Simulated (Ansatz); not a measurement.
H4OSi2. Charge 0, multiplicity 1. The bonds changed during the relaxation, so this is another structure than the one it started from.

```xyz
7

O     0.574    0.068    0.827
Si    0.131    1.273    1.856
Si    0.174   -0.631   -0.615
H    -1.006    0.058   -1.199
H    -1.069    1.813    1.036
H     1.335   -0.519   -1.531
H    -0.139   -2.061   -0.375
```

Give the diagnostics of a CCSD(T)/def2-TZVPP run (frozen core, Ansatz). (Best estimate.)

Ansatz gave: T1 = 0.0144, largest single amplitude 0.026, largest double 0.083, (T) share of the correlation energy 3.4 %, 10 CCSD cycles. The RHF solution is unstable towards an unrestricted one. T1 lies under the customary mark of 0.02 for closed shells.
